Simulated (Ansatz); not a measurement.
# CH₃NaS: one species, many methods

The task here is to estimate one member of a computed series from the others.

The runs use Ansatz 0.2.0, Gaussian basis; functionals in def2-TZVPP, the program's frozen cores in correlated methods.

Levels to be run: LDA (SPW92), PBE-D4, revPBE-D4, BLYP-D4, r2SCAN-D4, B97M-V, PBE0-D4, B3LYP-D4, r2SCANh-D4, r2SCAN0-D4, HSE06-D4, BHLYP-D4, CAM-B3LYP-D4, LC-ωPBE, ωB97X-V, ωB97M-V, B2PLYP, PBE-QIDH; CCSD(T)/def2-SVP; CCSD(T)/def2-TZVPP; CCSD(T)/def2-QZVPP; extrapolation to the limit; RPA on PBE.

## The relaxed structure

All runs share one geometry, relaxed beforehand with PBE0-D4 in a triple-zeta def2 set.

SMILES `C[S][Na]`, 6 atoms, charge 0, spin multiplicity 1.

Atoms are counted from 1 here; the program's logs count them from 0.

Bond lengths: C1–S2 1.822 Å, C1–H4 1.092 Å, C1–H5 1.092 Å, C1–H6 1.092 Å, S2–Na3 2.478 Å. Angles: S2–C1–H4 108.5°, S2–C1–H5 112.2°, S2–C1–H6 112.2°, H4–C1–H5 107.6°, H4–C1–H6 107.6°, H5–C1–H6 108.6°, C1–S2–Na3 107.5°.

Set-up of the first run:

Contents of in.yaml:

```yaml
crystal:
  periodic: [false, false, false]
  atoms:
    - {symbol: C, position_ang: [-0.413059, 0.331722, -0.391937]}
    - {symbol: S, position_ang: [-0.168930, -1.222360, 0.527131]}
    - {symbol: Na, position_ang: [2.035293, -1.083021, 1.651546]}
    - {symbol: H, position_ang: [-1.385677, 0.292656, -0.886910]}
    - {symbol: H, position_ang: [0.344861, 0.476737, -1.165006]}
    - {symbol: H, position_ang: [-0.412488, 1.204265, 0.265176]}
basis:
  gaussian: {orbitals: def2-TZVPP}
hamiltonian: {xc: lda}
output: {orbitals: {seedname: orbitals}}
```

Command:

```console
$ ansatz run in.yaml --threads 2 --pin off --events-out ev --progress --plain --max-ram 32768MiB --backend cpu
```

Among the steps run: LDA; PBE-D4 (GGA); revPBE-D4 (GGA); BLYP-D4 (GGA); r2SCAN-D4 (meta-GGA); B97M-V (meta-GGA); B3LYP-D4 (hybrid); r2SCANh-D4 (hybrid); r2SCAN0-D4 (hybrid); HSE06-D4 (hybrid); BHLYP-D4 (hybrid); CAM-B3LYP-D4 (range-separated); LC-ωPBE (range-separated); ωB97X-V (range-separated); ωB97M-V (range-separated); B2PLYP (double hybrid); PBE-QIDH (double hybrid).

One of the session's tables, all rows but one given; the rest of the session is left out.

It belongs to the step «Orbital energies across the functionals». 

```
  functional  HOMO (eV)  LUMO (eV)  gap (eV)
 LDA (SPW92)      -3.84      -2.18      1.66
      PBE-D4      -3.73      -2.17      1.56
   revPBE-D4      -3.68      -2.15      1.52
     BLYP-D4      -3.64      -2.24      1.41
   r2SCAN-D4      -3.79      -1.60      2.19
      B97M-V      -3.90      -2.08      1.82
     PBE0-D4          ?          ?         ?
    B3LYP-D4      -4.59      -1.93      2.65
  r2SCANh-D4      -4.19      -1.47      2.73
  r2SCAN0-D4      -4.81      -1.28      3.53
    HSE06-D4      -4.35      -1.95      2.41
    BHLYP-D4      -5.72      -1.34      4.38
CAM-B3LYP-D4      -6.03      -1.18      4.85
     LC-ωPBE      -7.27      -0.42      6.85
     ωB97X-V      -6.96      -0.39      6.57
     ωB97M-V      -6.88      -0.86      6.02
```

Estimate the missing values for PBE0-D4.

**Answer.** HOMO (eV): -4.74; LUMO (eV): -1.64; gap (eV): 3.11. In the column «HOMO (eV)» it lies between r2SCAN0-D4 (-4.81) and B3LYP-D4 (-4.59).
